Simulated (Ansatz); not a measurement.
Cu2ZnSnS4 (I-4, No. 82), treated with LDA in Ansatz (PAW).

Run with plane-wave cutoff 520 eV, 10×10×10 k mesh, Fermi–Dirac smearing 0.01 eV, no spin polarisation, scalar-relativistic PAW data made under PBE.

Cell (relaxed at this level):

```xyz
8
Lattice="-2.6589 2.6589 5.3192 2.6589 -2.6589 5.3192 2.6589 2.6589 -5.3192" Properties=species:S:1:pos:R:3 pbc="T T T"
Zn     0.0000     2.6589     2.6596
Cu     0.0000     0.0000     0.0000
Cu     2.6589     0.0000     2.6596
Sn     0.0000     0.0000     5.3192
S      1.2740     1.2253     1.3863
S      1.2253     4.0439    -1.3863
S      1.3850     1.4336     6.7055
S      1.4336    -1.3850     3.9329
```

**Question.** Predict the band gap.

**Answer.** 
* **band gap**: 0.14 eV

Measured, for comparison: band gap 1.49 eV (temperature not stated, not corrected to a static lattice, direct; as tabulated in Wikipedia's data pages).

Note: the volume lies 6 % below that of the published cell.

Spin–orbit coupling is not included.

Static lattice: no zero-point or thermal effects.

Cost on a shared machine: around 5 core-minutes (rough).

Ansatz is a quantum-chemistry and plane-wave program.
